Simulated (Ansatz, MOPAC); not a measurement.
**CH5FSi (SMILES C[SiH2]F): methods side by side**

CH5FSi, singlet, SMILES `C[SiH2]F`. Each level relaxes the structure for itself.

Each level gives the highest harmonic wavenumber at each level's own minimum (cm⁻¹). The values are calculated.

```json
{"level": "AM1", "kind": "semi-empirical", "program": "MOPAC", "value (cm⁻¹)": "3170"}
{"level": "MNDO", "kind": "semi-empirical", "program": "MOPAC", "value (cm⁻¹)": "3357"}
{"level": "PM6-DH2", "kind": "semi-empirical", "program": "MOPAC", "value (cm⁻¹)": "2754"}
{"level": "PM7", "kind": "semi-empirical", "program": "MOPAC", "value (cm⁻¹)": "2742"}
{"level": "HF/STO-3G", "kind": "Hartree–Fock", "program": "Ansatz", "value (cm⁻¹)": "3754"}
{"level": "HF/3-21G", "kind": "Hartree–Fock", "program": "Ansatz", "value (cm⁻¹)": "3268"}
{"level": "HF/6-31G* (Cartesian functions)", "kind": "Hartree–Fock", "program": "Ansatz", "value (cm⁻¹)": "3271"}
{"level": "PBE/def2-SVP", "kind": "GGA", "program": "Ansatz", "value (cm⁻¹)": "3086"}
{"level": "PBE0-D4/def2-TZVP", "kind": "global hybrid", "program": "Ansatz", "value (cm⁻¹)": "3144"}
{"level": "B3LYP/6-31G* (Cartesian functions)", "kind": "global hybrid", "program": "Ansatz", "value (cm⁻¹)": "3132"}
```

Harmonic and unscaled. The values span 2742 to 3754 cm⁻¹. Without the sets that lack polarisation functions the rows with a basis span only 3086 to 3271 cm⁻¹.
